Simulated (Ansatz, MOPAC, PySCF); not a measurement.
Species: C₂H₃O, net charge -1, singlet state. SMILES: [CH2-]C=O
Coordinates optimised at B3LYP-D3(BJ)/def2-TZVP (Ansatz, an electronic-structure program):
```xyz
6

O      1.1506     0.2732     0.3820
C      0.0239     0.3105    -0.1879
H     -0.1824     1.1961    -0.8570
C     -1.0382    -0.5681    -0.1381
H     -0.9966    -1.4724     0.4633
H     -1.9401    -0.3641    -0.7061
```
Charge -1, spin multiplicity 1.

Unscaled harmonic wavenumbers (cm⁻¹) in rising order, each level at the stationary point that it reaches from this structure (no distance between atoms moves by over 0.3 Å); the order of modes can differ between levels, and a negative number is imaginary. B3LYP-D3(BJ)/def2-TZVP (PySCF, at the structure above): 489, 535, 711, 987, 998, 1230, 1363, 1452, 1633, 2639, 3088, 3167.

AM1 (MOPAC): 537, 569, 819, 955, 1044, 1359, 1410, 1552, 1935, 2946, 3213, 3256. Zero-point energy 28.0 against 26.2 kcal/mol; where all levels lie over 400 cm⁻¹, the wavenumbers are on average 1.075 times those of B3LYP-D3(BJ)/def2-TZVP.

B3LYP/6-31G* (Ansatz): 433, 532, 729, 1008, 1012, 1242, 1391, 1483, 1707, 2582, 3091, 3163. Zero-point energy 26.3 against 26.2 kcal/mol; where all levels lie over 400 cm⁻¹, the wavenumbers are on average 1.001 times those of B3LYP-D3(BJ)/def2-TZVP.
